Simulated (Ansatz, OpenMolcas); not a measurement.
The same job for Ansatz

This OpenMolcas 26.06 job computes triplet SiCl2:

run.inp:
```
&gateway
 baslib=$CurrDir
 coord
 3
 angstrom
 Si       0.005140      -0.006950      -0.869340
 Cl       1.581630      -0.018940       0.444080
 Cl      -1.586770       0.025890       0.425270
 basis=STO-3G
 group=NoSym

&seward
 gridinput
 Grid=UltraFine
 End of Grid

&scf
 uhf
 spin=3
 ksdft=B3LYP
 thresholds=1e-10 1e-07 1e-07 1e-05
 prorbitals=1 1
```

```bash
$ export MOLCAS_MEM=1860
$ pymolcas run.inp > run.log
```

(Basis files named in the input come from the Basis Set Exchange and aren't shown.)

The shape is that of a GFN2-xTB optimisation. That shape belongs to the parent species and isn't relaxed for this state.

It gives a total energy of -1196.458773 Eh.

Question: How is this level of theory, on these atoms, set up in Ansatz 0.2.0 as an input file of the program's own?

Answer: This input was run:

job.yaml:
```yaml
crystal:
  periodic: [false, false, false]
  atoms:
    - symbol: Si
      position_ang: [0.005140, -0.006950, -0.869340]
    - symbol: Cl
      position_ang: [1.581630, -0.018940, 0.444080]
    - symbol: Cl
      position_ang: [-1.586770, 0.025890, 0.425270]
basis:
  gaussian: {orbitals: STO-3G}
magnetization: {spin_polarized: true, initial_magnetization: 2}
hamiltonian: {xc: {name: B3LYP}}
accuracy: high
```

```bash
$ ansatz run job.yaml --threads 1 --pin off --max-ram 2610MiB --events-out events.jsonl --progress --plain --runs-dir runs
```

Its energy is -1196.458778 Eh, 0.005 mEh from the first.
